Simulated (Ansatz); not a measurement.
# AlBH₅S+ (SMILES [BH2][AlH][SH2+]): a short trajectory

Aim: follow the atoms for 80 steps of 0.75 fs at constant energy, with velocities drawn for 300 K.

Program: Ansatz 0.2.0, Gaussian basis. Level of theory: Hartree-Fock/def2-SVP. These are calculated values, not measurements.

## (1) The system as given

SMILES `[BH2][AlH][SH2+]`, 8 atoms, charge 1, spin multiplicity 1.

Atoms are counted from 1 here; the program's logs count them from 0.

Bond lengths: B1–Al2 2.048 Å, B1–H4 1.178 Å, B1–H5 1.175 Å, Al2–S3 2.496 Å, Al2–H6 1.543 Å, S3–H7 1.344 Å, S3–H8 1.344 Å. Angles: Al2–B1–H4 119.8°, Al2–B1–H5 122.5°, H4–B1–H5 117.7°, B1–Al2–S3 117.3°, B1–Al2–H6 153.2°, S3–Al2–H6 89.5°, Al2–S3–H7 95.4°, Al2–S3–H8 95.3°, H7–S3–H8 92.3°.

Geometry (Å):

```xyz
8
charge 1, multiplicity 1
B    -1.2288    1.0993   -1.2365
Al   -0.0441    0.5786    0.3513
S     0.9378   -1.7163    0.3428
H    -1.3903    0.3385   -2.1211
H    -1.7689    2.1402   -1.3067
H     0.6513    0.8563    1.7005
H     2.1869   -1.3197    0.6388
H     0.6561   -1.9769    1.6309
```

## (2) Dynamics

The input, md/in.yaml:

```yaml
crystal:
  periodic: [false, false, false]
  atoms:
    - {symbol: B, position_ang: [-1.228750, 1.099270, -1.236480]}
    - {symbol: Al, position_ang: [-0.044100, 0.578610, 0.351330]}
    - {symbol: S, position_ang: [0.937780, -1.716310, 0.342810]}
    - {symbol: H, position_ang: [-1.390330, 0.338530, -2.121120]}
    - {symbol: H, position_ang: [-1.768900, 2.140200, -1.306730]}
    - {symbol: H, position_ang: [0.651320, 0.856310, 1.700490]}
    - {symbol: H, position_ang: [2.186930, -1.319720, 0.638790]}
    - {symbol: H, position_ang: [0.656060, -1.976900, 1.630920]}
basis:
  gaussian: {orbitals: def2-SVP}
total_charge: 1
hamiltonian: {xc: hf}
md: {n_steps: 80, timestep: 0.75, temperature: 300, ensemble: nve, seed: 329, initial_velocities: maxwell_boltzmann}
```

Launch:

```bash
ansatz run in.yaml --threads 2 --pin off --events-out ev --progress --plain --max-ram 3481MiB
```

Before running it: what results should come out? Wanted: temperature at the start; mean temperature, second half; lowest and highest potential energy, from the first frame; largest change of potential + kinetic.

As calculated:

```
                                                 quantity              value
                                                   length  80 steps, 60.0 fs
                                 temperature at the start              300 K
                            mean temperature, second half              372 K
lowest and highest potential energy, from the first frame     -84 and 60 meV
                    largest change of potential + kinetic            1.9 meV
```

What this shows: With no thermostat the total energy should stay fixed; it holds within 1.9 meV, small beside the kinetic energy, so the time step serves. With 8 atoms the instant temperature spans 226 to 409 K. The molecule keeps its bonds.
